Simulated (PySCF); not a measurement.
C$_{2}$H$_{5}$ (SMILES [CH2-]C), charge -1, singlet, geometry from GFN2-xTB (in this run its highest filled SCF level lies above zero, so its values depend strongly on the basis, on diffuse functions most of all); PBE0/6-31G* in PySCF.

Here is a job for PySCF.
```python
from pyscf import gto, scf, dft

mol = gto.M(
    atom='''
C    -0.01030605    0.12039198    0.84239216
C     0.00777321    0.03042594   -0.68103923
H    -0.90060325   -0.50218287    1.18466735
H     0.87721669   -0.49440679    1.20530634
H     0.01788960   -0.99414568   -1.16642992
H    -0.87309007    0.53904978   -1.10608662
H     0.89378407    0.54677798   -1.08557470
''',
    basis='6-31g*',
    charge=-1,
    verbose=4,
)

mf = dft.UKS(mol)
mf.xc = 'pbe0'
mf.kernel()
mf.analyze()
```

The log (banner, timings and long lists left out):

```
PySCF version 2.14.0

[INPUT] verbose = 4
[INPUT] num. atoms = 7
[INPUT] num. electrons = 18
[INPUT] charge = -1
[INPUT] spin (= nelec alpha-beta = 2S) = 0
[INPUT] symmetry False subgroup None
[INPUT] Mole.unit = angstrom
[INPUT] Symbol           X                Y                Z      unit          X                Y                Z       unit  Magmom
[...]
nuclear repulsion = 36.2577297170334
number of shells = 22
number of NR pGTOs = 74
number of NR cGTOs = 38
basis = 6-31g*
ecp = {}

******** <class 'pyscf.dft.uks.UKS'> ********
method = UKS
initial guess = minao
damping factor = 0
level_shift factor = 0
DIIS = <class 'pyscf.scf.diis.CDIIS'>
diis_start_cycle = 1
diis_space = 8
diis_damp = 0
SCF conv_tol = 1e-09
SCF conv_tol_grad = None
SCF max_cycles = 50
direct_scf = True
direct_scf_tol = 1e-13
number electrons alpha = 9  beta = 9
XC library pyscf.dft.libxc version 7.1.2
    S. Lehtola, C. Steigemann, M. J. T. Oliveira, and M. A. L. Marques,  SoftwareX 7, 1–5 (2018)
XC functionals = pbe0
    C. Adamo and V. Barone,  J. Chem. Phys. 110, 6158 (1999)
    M. Ernzerhof and G. E. Scuseria,  J. Chem. Phys. 110, 5029 (1999)
radial grids:
    Treutler-Ahlrichs [JCP 102, 346 (1995); DOI:10.1063/1.469408] (M4) radial grids

becke partition: Becke, JCP 88, 2547 (1988); DOI:10.1063/1.454033
pruning grids: <function nwchem_prune>
grids dens level: 3
symmetrized grids: False
atomic radii adjust function: <function treutler_atomic_radii_adjust>
small_rho_cutoff = 0
Set gradient conv threshold to 3.16228e-05
tot grids = 77280
init E= -78.7800118976169
cycle= 1 E= -78.8778983258331  delta_E= -0.0979  |g|= 0.442  |ddm|= 1.47
cycle= 2 E= -78.8295714579803  delta_E= 0.0483  |g|= 0.527  |ddm|= 1.57
cycle= 3 E= -78.9972503098574  delta_E= -0.168  |g|= 0.015  |ddm|= 0.957
cycle= 4 E= -78.9973267730459  delta_E= -7.65e-05  |g|= 0.00987  |ddm|= 0.026
cycle= 5 E= -78.9973746069638  delta_E= -4.78e-05  |g|= 0.00261  |ddm|= 0.0127
cycle= 6 E= -78.9973781292856  delta_E= -3.52e-06  |g|= 0.000215  |ddm|= 0.00288
cycle= 7 E= -78.9973781860757  delta_E= -5.68e-08  |g|= 7.17e-05  |ddm|= 0.001
cycle= 8 E= -78.9973781941073  delta_E= -8.03e-09  |g|= 2.44e-05  |ddm|= 0.000281
cycle= 9 E= -78.9973781951942  delta_E= -1.09e-09  |g|= 4.33e-06  |ddm|= 0.00012
cycle= 10 E= -78.9973781952218  delta_E= -2.75e-11  |g|= 1.02e-06  |ddm|= 2.33e-05
Extra cycle  E= -78.9973781952231  delta_E= -1.34e-12  |g|= 5.97e-07  |ddm|= 6.05e-06
[...]
converged SCF energy = -78.9973781952231  <S^2> = 8.6508578e-13  2S+1 = 1
Total Energy =                         -78.997378195223092
[...]
 ** Mulliken Spin Density (per AO)  **
spin_pop of  0 C 1s       -0.00000
spin_pop of  0 C 2s        0.00000
spin_pop of  0 C 3s       -0.00000
spin_pop of  0 C 2px       0.00000
spin_pop of  0 C 2py       0.00000
spin_pop of  0 C 2pz      -0.00000
spin_pop of  0 C 3px       0.00000
spin_pop of  0 C 3py      -0.00000
spin_pop of  0 C 3pz      -0.00000
spin_pop of  0 C 3dxy      0.00000
spin_pop of  0 C 3dyz     -0.00000
spin_pop of  0 C 3dz^2     0.00000
spin_pop of  0 C 3dxz      0.00000
spin_pop of  0 C 3dx2-y2   -0.00000
spin_pop of  1 C 1s       -0.00000
spin_pop of  1 C 2s        0.00000
spin_pop of  1 C 3s        0.00000
spin_pop of  1 C 2px       0.00000
spin_pop of  1 C 2py       0.00000
spin_pop of  1 C 2pz       0.00000
spin_pop of  1 C 3px       0.00000
spin_pop of  1 C 3py      -0.00000
spin_pop of  1 C 3pz       0.00000
spin_pop of  1 C 3dxy     -0.00000
spin_pop of  1 C 3dyz      0.00000
spin_pop of  1 C 3dz^2     0.00000
spin_pop of  1 C 3dxz      0.00000
spin_pop of  1 C 3dx2-y2    0.00000
spin_pop of  2 H 1s       -0.00000
spin_pop of  2 H 2s       -0.00000
spin_pop of  3 H 1s       -0.00000
spin_pop of  3 H 2s       -0.00000
spin_pop of  4 H 1s       -0.00000
spin_pop of  4 H 2s       -0.00000
spin_pop of  5 H 1s       -0.00000
spin_pop of  5 H 2s        0.00000
spin_pop of  6 H 1s       -0.00000
spin_pop of  6 H 2s        0.00000
 ** Mulliken Spin Density (per atom)  **
spin density of  0 C =      0.00000
spin density of  1 C =      0.00000
spin density of  2 H =     -0.00000
spin density of  3 H =     -0.00000
spin density of  4 H =     -0.00000
spin density of  5 H =     -0.00000
spin density of  6 H =     -0.00000
 ** Mulliken pop alpha/beta on meta-lowdin orthogonal AOs **
 ** Mulliken pop       alpha | beta **
[...]
In total             9.00000 | 9.00000
 ** Mulliken atomic charges   ( Nelec_alpha | Nelec_beta ) **
charge of  0C =     -0.74463  (     3.37232      3.37232 )
charge of  1C =     -0.27438  (     3.13719      3.13719 )
charge of  2H =     -0.02308  (     0.51154      0.51154 )
charge of  3H =     -0.02308  (     0.51154      0.51154 )
charge of  4H =     -0.02100  (     0.51050      0.51050 )
charge of  5H =      0.04309  (     0.47846      0.47846 )
charge of  6H =      0.04309  (     0.47845      0.47846 )

WARN: System has nonzero charge -1; the dipole moment is origin-dependent.
Location of origin: [0. 0. 0.]

Dipole moment(X, Y, Z, Debye):  0.03932, -1.08647, -2.97805
```
